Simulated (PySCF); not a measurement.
LiH, SMILES [LiH].

Geometry optimised at PBE0-D3(BJ)/def2-TZVPD.

Two levels are set side by side: PBE/def2-TZVPD (PySCF) and r2SCAN/def2-TZVPD (PySCF). Same geometry, gas phase. Differences are taken from unrounded values.

```csv
quantity,PBE
orbital gap (eV),2.79
highest occupied level (eV),-4.37
lowest empty level (eV),-1.59
dipole moment (D),5.58
mean polarisability (bohr³),32.7
```

These are the PBE values. What does r2SCAN give? (Estimate from the structure and the level; the computed values follow.)


```
quantity                     r2SCAN  PBE minus r2SCAN
---------------------------  ------  ----------------
orbital gap (eV)               4.14             -1.35
highest occupied level (eV)   -4.51              0.14
lowest empty level (eV)       -0.38             -1.21
dipole moment (D)              5.81             -0.23
mean polarisability (bohr³)    29.6               3.2
```

Rough cost on one machine, each run with all the roots and properties that it gave: r2SCAN against PBE about 3 times.
